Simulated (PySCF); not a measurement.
CH3CH2CF2CH3, C₄H₈F₂.
Numbering: `[CH3:1][CH2:2][C:3]([CH3:4])([F:5])[F:6]` (hydrogens: H7, H8, H9 on C1; H10, H11 on C2; H12, H13, H14 on C4)

Computed by this run: PySCF 2.14.0, PBE0-D3(BJ)/def2-TZVP geometry optimisation, gas phase; density fitting, grid level 2; the optimiser is geomeTRIC in internal coordinates, started from a GFN2-xTB structure with every atom displaced at random (about 0.01 Å).

Step 0: E = -9706.6353 eV
```
atom  x, y, z in Å  |  force x, y, z in eV/Å
C1     -1.5077   -0.2541    0.5687   -0.655   1.434  -0.522
C2     -0.6210   -0.5861   -0.6051    0.446   0.303   0.267
C3      0.5889    0.3227   -0.7003    1.280   0.081   0.268
C4      1.5391    0.3577    0.5288   -3.096   0.182  -0.308
F5      1.3493   -0.0640   -1.7908   -0.326  -0.058   0.294
F6      0.2065    1.6057   -0.9923   -0.170  -0.207   0.159
H7     -2.4360   -0.8090    0.5001   -0.173  -0.210   0.141
H8     -1.0374   -0.4438    1.5116    0.269  -0.265   0.618
H9     -1.7872    0.8328    0.5550    0.219  -0.843  -0.010
H10    -0.2660   -1.6139   -0.5150    0.082  -0.040  -0.181
H11    -1.1695   -0.4808   -1.5348   -0.065  -0.059  -0.271
H12     0.9900    0.8326    1.3632    0.301  -0.209  -0.307
H13     1.7599   -0.6467    0.7963    0.493  -0.859   0.274
H14     2.3839    0.9316    0.3068    1.396   0.749  -0.422
```

**Question.** Estimate the geometry and energy of step 1. (The exact step hangs on the optimiser's Hessian estimate; all steps are aligned on step 0, rigid shifts and turns removed.)

**Answer.** E = -9706.7683 eV, largest force 0.344 eV/Å
```
atom  x, y, z in Å  |  force x, y, z in eV/Å
C1     -1.5750   -0.2155    0.5395    0.021   0.107   0.037
C2     -0.6055   -0.5831   -0.5687    0.018   0.030   0.034
C3      0.5983    0.3298   -0.6665   -0.114  -0.133  -0.033
C4      1.5543    0.3262    0.4983    0.217   0.252   0.090
F5      1.2815   -0.0226   -1.8005    0.105   0.034   0.018
F6      0.1646    1.6136   -0.8818    0.092  -0.038   0.039
H7     -2.4785   -0.8265    0.4775    0.056   0.035   0.030
H8     -1.1417   -0.3521    1.5326    0.018  -0.086  -0.004
H9     -1.8642    0.8350    0.4594   -0.070  -0.051  -0.041
H10    -0.2235   -1.5994   -0.4455   -0.050  -0.042   0.002
H11    -1.1056   -0.5420   -1.5413    0.040   0.020   0.036
H12     1.0783    0.7401    1.3863   -0.122   0.035  -0.010
H13     1.8939   -0.6835    0.7464   -0.017   0.087  -0.216
H14     2.4159    0.9650    0.2564   -0.194  -0.251   0.020
```

The energy changes by -0.1329 eV. The first-order estimate −F·Δx gives -0.3065 eV and the mean of the old and new forces, exact on a quadratic surface, -0.1315 eV. The step makes an angle of 79° with the force vector and moves no atom by more than 0.148 Å.

The cost below is that of the whole optimisation. On an Intel Xeon Platinum 8488C with one thread, on a shared host, this took 2.9 min wall and 1.2 GiB of memory at its peak.
